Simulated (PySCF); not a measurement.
Species: hydroxy acetaldehyde, C2H4O2.
Geometry (PBE0-D3(BJ)/def2-TZVP, Å), atoms numbered from 1 in this order:
```
atom  x, y, z in Å
O1     1.0825    1.0776    0.8297
C2     0.9521    0.0674    0.1899
C3    -0.3831   -0.3725   -0.3229
O4    -1.3951    0.5095    0.0262
H5     1.8152   -0.5838   -0.0499
H6    -0.2993   -0.4823   -1.4161
H7    -0.5734   -1.3839    0.0708
H8    -0.9679    1.2163    0.5329
```

Level of theory: TDDFT CAM-B3LYP/aug-cc-pVTZ, vertical, gas phase, core orbitals frozen in the response in PySCF. Isolated species at its PBE0-D3(BJ)/def2-TZVP geometry (one conformer only).

Transition dipole moments from the ground state, in atomic units and in the frame of the coordinates above (overall signs are arbitrary), for the states with f of 0.002 or more among the lowest 10:

```tsv
state	E (eV)	μx	μy	μz
S2	6.488	-0.381	-0.238	-0.215
S3	7.216	-0.021	0.269	0.161
S5	7.673	0.414	-0.391	-0.157
S6	7.745	-0.072	-0.217	0.367
S8	8.133	0.031	0.102	-0.162
S9	8.174	0.101	0.071	0.065
S10	8.255	0.243	-0.354	-0.171
```

(1) What oscillator strength does each state have?

(2) The point group is Cs. Which irreducible representation does each state belong to?

(3) Which bond between heavy atoms lies closest to the direction of the S5 transition dipole?

(4) What angle do the transition dipoles of S3 and S10 make?

(5) What peak molar absorption coefficient would the strongest computed level give as a lone Gaussian band 0.4 eV wide at half height?

Results:

(1) f = (2/3) ΔE |μ|² with ΔE in hartree (27.2114 eV).

```
state  |μ|² (au)  |μ| (D)      f
   S2      0.248     1.27  0.039
   S3      0.099     0.80  0.017
   S5      0.349     1.50  0.066
   S6      0.187     1.10  0.036
   S8      0.038     0.49  0.007
   S9      0.019     0.35  0.004
  S10      0.214     1.18  0.043
```

(2) Polarised normal to the mirror plane, so A″: S6 and S8. Polarised in the mirror plane, so A′: S2, S3, S5, S9 and S10.

(3) C3–O4, at 2° from it; next O1–C2 at 52°.

(4) |cos θ| = |μa·μb| / (|μa| |μb|) = 0.88, so θ ≈ 28° (taken between 0 and 90°, since the signs are arbitrary).

(5) ε(max) = 2.175×10⁸ f / FWHM, with the width in cm⁻¹. S5: 2.175×10⁸ × 0.0656 / 3226 ≈ 4400 L mol⁻¹ cm⁻¹.
